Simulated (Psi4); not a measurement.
# C6H14 (2-methylpentane): HF/6-31G(d) (spherical functions)

What is the energy change on altering one bond length of C6H14 (2-methylpentane) at HF/6-31G* (spherical functions)? 

The results are computed with Psi4 1.11.

6 further runs of the same task are left out: 4 that didn't finish, 2 set aside as unsound or not needed.

## (1) The system as given

C6H14: 20 atoms, total charge 0, spin state singlet. SMILES: `CCCC(C)C`. The shape is that of a PBE0-D4/def2-TZVP optimisation. This is one conformer, not always the lowest.

Some bond lengths: C1–C2 1.519 Å, C2–C3 1.520 Å, C3–C4 1.526 Å, C4–C5 1.522 Å, C4–C6 1.522 Å, C1–H7 1.094 Å, C1–H8 1.092 Å, C1–H9 1.094 Å, C2–H10 1.097 Å, C2–H11 1.095 Å, C3–H12 1.099 Å, C3–H13 1.097 Å, C4–H14 1.099 Å, C5–H15 1.093 Å, C5–H16 1.093 Å, C5–H17 1.095 Å. Some angles: C1–C2–C3 112.6°, C2–C3–C4 115.2°, C3–C4–C5 110.4°, C3–C4–C6 112.3°, C5–C4–C6 110.4°, C1–C2–H10 109.6°, C1–C2–H11 109.2°, C3–C2–H10 109.1°, C3–C2–H11 110.0°, C2–C1–H7 111.1°.

## (2) The energy at HF/6-31G(d) (spherical functions)

job.in

```
memory 2.2 GB

molecule system {
  0 1
  C
  C 1 r2
  C 2 r3 1 a3
  C 3 r4 2 a4 1 d4
  C 4 r5 3 a5 2 d5
  C 4 r6 5 a6 3 d6
  H 1 r7 2 a7 3 d7
  H 1 r8 7 a8 2 d8
  H 1 r9 8 a9 7 d9
  H 2 r10 1 a10 8 d10
  H 2 r11 10 a11 3 d11
  H 3 r12 2 a12 11 d12
  H 3 r13 12 a13 4 d13
  H 4 r14 5 a14 6 d14
  H 5 r15 4 a15 14 d15
  H 5 r16 15 a16 4 d16
  H 5 r17 15 a17 16 d17
  H 6 r18 4 a18 14 d18
  H 6 r19 18 a19 4 d19
  H 6 r20 18 a20 19 d20

  r2 = 1.519133
  r3 = 1.520213
  a3 = 112.57937
  r4 = 1.526117
  a4 = 115.24905
  d4 = -175.70965
  r5 = 1.521797
  a5 = 110.40585
  d5 = 173.47691
  r6 = 1.522361
  a6 = 110.44845
  d6 = -124.81349
  r7 = 1.093779
  a7 = 111.05384
  d7 = -59.69673
  r8 = 1.092469
  a8 = 107.66627
  d8 = 122.53042
  r9 = 1.093721
  a9 = 107.72121
  d9 = -115.56943
  r10 = 1.096657
  a10 = 109.60791
  d10 = 58.47053
  r11 = 1.094516
  a11 = 106.11109
  d11 = -118.46797
  r12 = 1.098717
  a12 = 109.33311
  d12 = -60.69039
  r13 = 1.097206
  a13 = 105.84781
  d13 = -116.50591
  r14 = 1.09877
  a14 = 107.96882
  d14 = -117.8642
  r15 = 1.093074
  a15 = 111.40676
  d15 = -60.37375
  r16 = 1.093171
  a16 = 107.9569
  d16 = -122.62809
  r17 = 1.094904
  a17 = 107.60359
  d17 = -115.93401
  r18 = 1.091731
  a18 = 112.19049
  d18 = -57.53864
  r19 = 1.093061
  a19 = 107.56664
  d19 = -122.30336
  r20 = 1.095226
  a20 = 107.79776
  d20 = -115.76408
  symmetry c1
}

set {
  puream        true
  e_convergence 1e-09
  d_convergence 1e-08
  scf_type      pk
}

e, wfn = energy('scf/6-31G*', return_wfn=True)
oeprop(wfn, 'WIBERG_LOWDIN_INDICES', 'QUADRUPOLE', 'MAYER_INDICES')
```

Run with:

```bash
$ psi4 -i job.in -o job.out -n 1
```

job.out:

```text
[...]
  Running in c1 symmetry.
[...]
  Nuclear repulsion =  254.738473436780652
[...]
  Multiplicity = 1
[...]
  Nalpha       = 25
  Nbeta        = 25
[...]
    Number of basis functions: 112
[...]
   @RHF iter   1:  -235.19720731820377   -7.54085e-01   4.36728e-03 ADIIS/DIIS
[...]
   @RHF iter  11:  -235.36424476468372   -2.24532e-12   3.50744e-09 DIIS
[...]
    Orbital Energies [Eh]
    ---------------------
    Doubly Occupied:
       1A    -11.217756     2A    -11.211185     3A    -11.208352
       4A    -11.205993     5A    -11.204202     6A    -11.204062
       7A     -1.097584     8A     -1.030766     9A     -0.925934
      10A     -0.918013    11A     -0.810259    12A     -0.759954
      13A     -0.643578    14A     -0.608628    15A     -0.602256
      16A     -0.574225    17A     -0.549300    18A     -0.530561
      19A     -0.526124    20A     -0.508512    21A     -0.489294
      22A     -0.470775    23A     -0.452092    24A     -0.448733
      25A     -0.440192
[...]
  @RHF Final Energy:  -235.36424476468372
   => Energetics <=
    Nuclear Repulsion Energy =            254.7384734367806516
    One-Electron Energy =                -820.9287728339954811
    Two-Electron Energy =                 330.8260546325311680
    Total Energy =                       -235.3642447646836899
[...]
 Multipole Moments:
 ------------------------------------------------------------------------------------
     Multipole            Electronic (a.u.)      Nuclear  (a.u.)        Total (a.u.)
 ------------------------------------------------------------------------------------
 L = 1.  Multiply by 2.5417464519 to convert [e a0] to [Debye]
 Dipole X            :         -0.5595156            0.5355635           -0.0239521
 Dipole Y            :          0.1530909           -0.1232236            0.0298673
 Dipole Z            :          0.3786273           -0.3676735            0.0109539
 Magnitude           :                                                    0.0398214
 L = 2.  Multiply by 1.3450342976 to convert [e a0^2] to [Debye ang]
 Quadrupole XX       :       -104.3809458           73.2642386          -31.1167072
 Quadrupole XY       :        -27.8514647           27.7484472           -0.1030175
[...]
```

Run time: 4.2 s. Hardware: 1 thread of Intel Xeon 6975P-C (Granite Rapids), shared host; peak memory 0.49 GiB.

## (3) The distorted shape: energy and forces at HF/6-31G(d) (spherical functions)

input.in

```
memory 2.2 GB

molecule system {
  0 1
  C
  C 1 R2
  C 2 R3 1 A3
  C 3 R4 2 A4 1 D4
  C 4 R5 3 A5 2 D5
  C 4 R6 5 A6 3 D6
  H 1 R7 2 A7 3 D7
  H 1 R8 7 A8 2 D8
  H 1 R9 8 A9 7 D9
  H 2 R10 1 A10 8 D10
  H 2 R11 10 A11 3 D11
  H 3 R12 2 A12 11 D12
  H 3 R13 12 A13 4 D13
  H 4 R14 5 A14 6 D14
  H 5 R15 4 A15 14 D15
  H 5 R16 15 A16 4 D16
  H 5 R17 15 A17 16 D17
  H 6 R18 4 A18 14 D18
  H 6 R19 18 A19 4 D19
  H 6 R20 18 A20 19 D20

  R2 = 1.519133
  R3 = 1.520213
  A3 = 112.57937
  R4 = 1.526117
  A4 = 115.24905
  D4 = -175.70965
  R5 = 1.521797
  A5 = 110.40585
  D5 = 173.47691
  R6 = 1.522361
  A6 = 110.44845
  D6 = -124.81349
  R7 = 1.093779
  A7 = 111.05384
  D7 = -59.69673
  R8 = 1.092469
  A8 = 107.66627
  D8 = 122.53042
  R9 = 1.093721
  A9 = 107.72121
  D9 = -115.56943
  R10 = 1.096657
  A10 = 109.60791
  D10 = 58.47053
  R11 = 1.094516
  A11 = 106.11109
  D11 = -118.46797
  R12 = 1.098717
  A12 = 109.33311
  D12 = -60.69039
  R13 = 1.4264
  A13 = 105.8478
  D13 = -116.50592
  R14 = 1.09877
  A14 = 107.96882
  D14 = -117.8642
  R15 = 1.093074
  A15 = 111.40676
  D15 = -60.37375
  R16 = 1.093171
  A16 = 107.9569
  D16 = -122.62809
  R17 = 1.094904
  A17 = 107.60359
  D17 = -115.93401
  R18 = 1.091731
  A18 = 112.19049
  D18 = -57.53864
  R19 = 1.093061
  A19 = 107.56664
  D19 = -122.30336
  R20 = 1.095226
  A20 = 107.79776
  D20 = -115.76408
  symmetry c1
}

set {
  basis 6-31G*
  reference rhf
  puream true
  e_convergence 1e-09
  d_convergence 1e-08
  scf_type pk
}

result, w = gradient('scf', return_wfn=True)
oeprop(w, 'MULLIKEN_CHARGES', 'QUADRUPOLE', 'WIBERG_LOWDIN_INDICES', title='SCF')
```

Run with:

```bash
$ psi4 -n 1 input.in input.out
```

input.out, cut to the lines that bear on the results:

```text
[...]
  Running in c1 symmetry.
[...]
  Nuclear repulsion =  253.433646886544551
[...]
  Multiplicity = 1
[...]
  Nalpha       = 25
  Nbeta        = 25
[...]
    Number of basis functions: 112
[...]
   @RHF iter   1:  -235.15110869180882   -9.00701e-01   4.37703e-03 ADIIS/DIIS
[...]
   @RHF iter  11:  -235.32334003866643   -3.24007e-12   3.79515e-09 DIIS
[...]
  @RHF Final Energy:  -235.32334003866643
   => Energetics <=
    Nuclear Repulsion Energy =            253.4336468865445511
    One-Electron Energy =                -818.2183278753473132
    Two-Electron Energy =                 329.4613409501363321
    Total Energy =                       -235.3233400386664016
[...]
  -Total Gradient:
     Atom            X                  Y                   Z
    ------   -----------------  -----------------  -----------------
       1        0.000178508795    -0.000027651838     0.010802144589
       2        0.007926539471    -0.005309396921    -0.002784872520
       3        0.050684632904     0.043126553707     0.032546410506
       4        0.016997352543    -0.001107805632     0.000577373190
       5        0.000911498244     0.010198712883    -0.003591618328
       6       -0.009949600849    -0.004708747339    -0.002964324428
       7        0.003925471154    -0.002525069684    -0.001563563922
       8       -0.000356944632     0.004155916329    -0.002107543186
       9       -0.004476980723    -0.002798125764    -0.002367737076
      10       -0.004901308070     0.002473273817     0.002317746448
      11        0.003480014136     0.004175359770     0.001813694226
      12        0.010967955140     0.000222716261     0.001211406272
[...]
  Mulliken Charges: (a.u.)
   Center  Symbol    Alpha    Beta     Spin     Total
       1     C     3.24234  3.24234  0.00000 -0.48468
       2     C     3.15353  3.15353  0.00000 -0.30705
       3     C     3.12266  3.12266  0.00000 -0.24533
       4     C     3.07355  3.07355  0.00000 -0.14711
       5     C     3.23927  3.23927  0.00000 -0.47853
       6     C     3.24562  3.24562  0.00000 -0.49124
       7     H     0.42081  0.42081  0.00000  0.15838
       8     H     0.41875  0.41875  0.00000  0.16250
       9     H     0.41709  0.41709  0.00000  0.16583
      10     H     0.41950  0.41950  0.00000  0.16100
      11     H     0.41751  0.41751  0.00000  0.16498
[...]
```

Run time: 11 s. Hardware: 1 thread of Intel Xeon 6975P-C (Granite Rapids), shared host; peak memory 0.49 GiB.

## (4) What came out

At HF/6-31G* (spherical functions):

| quantity | value |
| --- | --- |
| first shape: total energy | -235.36424 Eh |
| first shape: dipole moment | 0.10 D |
| first shape: HOMO energy | -11.98 eV |
| first shape: LUMO energy | 6.13 eV |
| first shape: HOMO–LUMO gap | 18.11 eV |
| distorted shape: total energy | -235.32334 Eh |
| distorted shape: dipole moment | 0.54 D |
| distorted shape: HOMO energy | -11.39 eV |
| distorted shape: LUMO energy | 5.56 eV |
| distorted shape: HOMO–LUMO gap | 16.95 eV |
| distorted shape: largest force on an atom | 4.874 eV/Å |
| energy change with the C3–H13 bond stretched from 1.097 to 1.426 Å | 1.113 eV |

What this shows: With the C3–H13 bond stretched from 1.097 to 1.426 Å the energy rises by 1.11 eV (26 kcal/mol). The first shape isn't relaxed at this level, so the change isn't measured from a minimum. Mulliken charges (distorted shape) run from -0.49 on C6 to +0.17 on H16.
